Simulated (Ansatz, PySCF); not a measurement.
Molecule: C3H6Cl (charge 0, doublet). It need not be the lowest isomer of its formula. 
Geometry from a B3LYP-D3(BJ)/def2-TZVP (Ansatz, a program for electronic structure) optimisation:
```
C
H 1 1.0953
H 1 1.1004 2 105.34
C 1 1.4825 2 109.38 3 118.14
H 4 1.0802 1 123.38 2 147.90
C 1 1.5287 2 110.34 3 -118.19
H 6 1.0905 1 110.68 2 58.64
H 6 1.0912 7 108.12 1 121.84
H 6 1.0919 7 107.80 8 116.46
Cl 4 1.7165 5 114.76 1 -163.20
```
Charge 0, spin multiplicity 2.

Dipole moments at this geometry, in debye (magnitudes).

```
level               program  dipole (D)
------------------  -------  ----------
SVWN5/def2-TZVPD      PySCF         ___
PBE/def2-TZVPD       Ansatz        1.59
BHLYP/def2-TZVPD     Ansatz        1.75
r2SCANh/def2-TZVPD   Ansatz        1.73
r2SCAN0/def2-TZVPD   Ansatz         ___
```

Problem. What belongs in the gaps?

Solution. 
- SVWN5/def2-TZVPD, dipole (D): 1.58
- r2SCAN0/def2-TZVPD, dipole (D): 1.76
